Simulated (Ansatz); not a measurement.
H2O2 (SMILES OO): entropy by statistical mechanics

A singlet with charge 0, relaxed at HF/cc-pVTZ (Ansatz 0.2.0):

```xyz
4

O    -0.4730   -0.5674    0.0422
O     0.0387    0.7133    0.1930
H     0.1810   -1.1052    0.4555
H     0.2533    0.9594   -0.6907
```

Harmonic wavenumbers in cm⁻¹: 410, 1163, 1488, 1607, 4135, 4137.

Masses in u: O 15.999, H 1.008. Take T = 298.15 K, p = 1 bar, R = 8.3145 J/(mol K), kT/hc = 207.22 cm⁻¹, rigid rotor and harmonic oscillator.

Question: Compute the standard molar entropy.

Answer: 
1. Translation (Sackur–Tetrode): S = R[3/2 ln M + 5/2 ln T − 1.1517] with M = 34.014 gives 152.8 J/(mol K).
2. Rotation: principal moments 1.549, 17.668, 18.210 u Å² give A, B, C = 10.8855, 0.9542, 0.9257 cm⁻¹; the symmetry number is σ = 2; q = (√π/σ)√((kT/hc)³/ABC) = 853; S = R(ln q + 3/2) = 68.6.
3. Vibration: with u = ν̃/207.22, each mode gives R[u/(eᵘ − 1) − ln(1 − e⁻ᵘ)]; the sum is 4.2, most from 410 cm⁻¹ (3.9), 1163 cm⁻¹ (0.2), 1488 cm⁻¹ (0.1).
4. Electronic: R ln 1 = 0.0, from the spin multiplicity alone.
5. Sum: 152.8 + 68.6 + 4.2 + 0.0 = 225.6 J/(mol K).

No measured value is set beside it here.
